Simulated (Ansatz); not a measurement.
Species: C$_{4}$H$_{5}$, net charge 0, doublet state. It need not be the lowest isomer of its formula. 
Geometry from a B3LYP-D3(BJ)/def2-TZVP (Ansatz, a quantum-chemistry and plane-wave program) optimisation:
```
C
C 1 1.3445
C 1 1.3564 2 151.48
H 2 1.0747 1 149.92 3 0.00
H 3 1.0811 1 121.15 2 180.00
H 3 1.0824 5 118.05 1 -180.00
C 2 1.4870 4 146.10 1 -180.00
H 7 1.0898 2 119.47 4 -73.81
H 7 1.0898 8 113.46 2 -149.46
```
Charge 0, spin multiplicity 2.

Computed values are from Ansatz. Valence correlation only, unless marked. UHF or UKS for open shells. No spin-orbit coupling. No relativistic terms. Basis-set limits of correlation are two-point, X^-3; Hartree-Fock from the larger set. The bracket is a focal-point correction in the basis named.

The UHF reference is spin-contaminated (<S^2> 0.19 over the pure value in the largest basis). 

Problem. What is the total energy at RI-MP2/CBS(cc-pVTZ,cc-pVQZ)+[CCSD(T)-MP2]/cc-pVTZ?

Solution. -155.0738 Eh.

Problem. What is the atomisation energy De at RI-MP2/CBS(cc-pVTZ,cc-pVQZ)+[CCSD(T)-MP2]/cc-pVTZ?

Solution. 883.9 kcal/mol.

Problem. What is the T1 diagnostic at CCSD/cc-pVTZ?

Solution. 0.026.

Problem. What is the dipole moment at wB97M-V/def2-TZVPD?

Solution. 0.29 D.
